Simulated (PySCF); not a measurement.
CF: energy against distance

Set-up: C def2-TZVP, F def2-TZVP; no relativity (PySCF 2.14). Energies in eV from C + F in their ground configurations at the same level. State: ²Π (doublet), unpaired electrons π ↑.

All columns are PBE0. A positive dipole means C(−)F(+).

| R (Å) | E (eV) | μ (D) | Mulliken charge on C (basis-dependent) | HOMO (eV) | LUMO (eV) | Mayer bond order | ⟨S²⟩ |
| --- | --- | --- | --- | --- | --- | --- | --- |
| 1.092 | -4.672 | 1.78 | -0.19 | -4.85 | -1.50 | 1.39 | 0.75 |
| 1.143 | -5.322 | 1.51 | -0.11 | -5.29 | -1.89 | 1.33 | 0.75 |
| 1.194 | -5.678 | 1.23 | -0.05 | -5.69 | -2.25 | 1.28 | 0.75 |
| 1.232 | -5.803 | 1.01 | -0.01 | -5.97 | -2.51 | 1.25 | 0.75 |
| 1.270 | -5.838 | 0.79 | 0.02 | -6.24 | -2.75 | 1.23 | 0.75 |
| 1.308 | -5.803 | 0.57 | 0.05 | -6.48 | -2.97 | 1.22 | 0.75 |
| 1.359 | -5.676 | 0.27 | 0.08 | -6.79 | -3.26 | 1.20 | 0.75 |
| 1.422 | -5.427 | -0.11 | 0.12 | -7.15 | -3.58 | 1.18 | 0.75 |
| 1.499 | -5.047 | -0.56 | 0.16 | -7.53 | -3.94 | 1.16 | 0.75 |
| 1.600 | -4.474 | -1.14 | 0.22 | -7.98 | -4.37 | 1.12 | 0.76 |

A fit through these points gives, at Re = 1.268 Å, μ = 0.80 D and dμ/dR = -5.79 D/Å; the reduced mass is 7.355 u.

**Question.** How strong is the fundamental in the double-harmonic approximation, I = 42.26·(dμ/dR)²/μred km/mol?

**Answer.** I = 42.26·(-5.79)²/7.355 = 193 km/mol at PBE0.

The state is the lowest determinant that a PBE0 search found; another state may lie lower at other levels.
